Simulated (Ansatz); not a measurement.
Total energies of `C=CCF`.

Cartesian coordinates in Å:
```
C 1.292 -0.048 -0.483
C 0.015 -0.389 -0.422
C -0.974 0.187 0.526
F -0.408 1.133 1.350
H 1.961 -0.509 -1.199
H 1.704 0.701 0.183
H -0.390 -1.142 -1.094
H -1.797 0.665 -0.020
H -1.404 -0.598 1.159
```

Total charge 0; spin multiplicity 1. The structure was optimised at the PBE0-D4/def2-TZVP level. It is one conformer, not always the lowest. Basis def2-TZVPP, Ansatz.

RPA on PBE orbitals: Hartree–Fock energy of these orbitals -215.97138 Eh, correlation -1.19898 Eh (frozen core).

| functional | energy without D4 (Eh) | D4 term (kJ/mol) |
| --- | --- | --- |
| PBE | -216.96836 | -12.0 |
| revPBE | -217.15733 | -44.6 |
| BLYP | -217.16110 | -27.5 |
| r2SCAN | -217.10966 | -2.9 |
| B97M-V | -217.19239 | – |
| PBE0 | -216.98404 | -9.9 |
| B3LYP | -217.23507 | -19.1 |
| r2SCANh | -217.09935 | -3.0 |
| r2SCAN0 | -217.08477 | -3.3 |
| HSE06 (plane-wave form) | -216.97288 | -9.0 |
| BHLYP | -217.11611 | -12.8 |
| CAM-B3LYP | -217.13743 | -9.7 |
| LC-ωPBE | -217.09274 | – |
| ωB97M-V | -217.13939 | – |

**Question.** Give the same for LDA (SPW92), ωB97X-V, B2PLYP, PBE-QIDH. (Estimate.)

**Answer.** Computed: 
```json
{"functional": "LDA (SPW92)", "energy without D4 (Eh)": "-215.47972", "D4 term (kJ/mol)": "–"}
{"functional": "ωB97X-V", "energy without D4 (Eh)": "-217.15726", "D4 term (kJ/mol)": "–"}
{"functional": "B2PLYP", "energy without D4 (Eh)": "-217.06325", "D4 term (kJ/mol)": "–"}
{"functional": "PBE-QIDH", "energy without D4 (Eh)": "-216.95298", "D4 term (kJ/mol)": "–"}
```

B3LYP takes the VWN-RPA correlation (the form of Gaussian; ORCA's B3LYP/G). HSE06 is the plane-wave form, built on full-range PBE exchange. The double hybrids freeze the cores in their second-order part.

LC-ωPBE has ω = 0.4 bohr⁻¹.
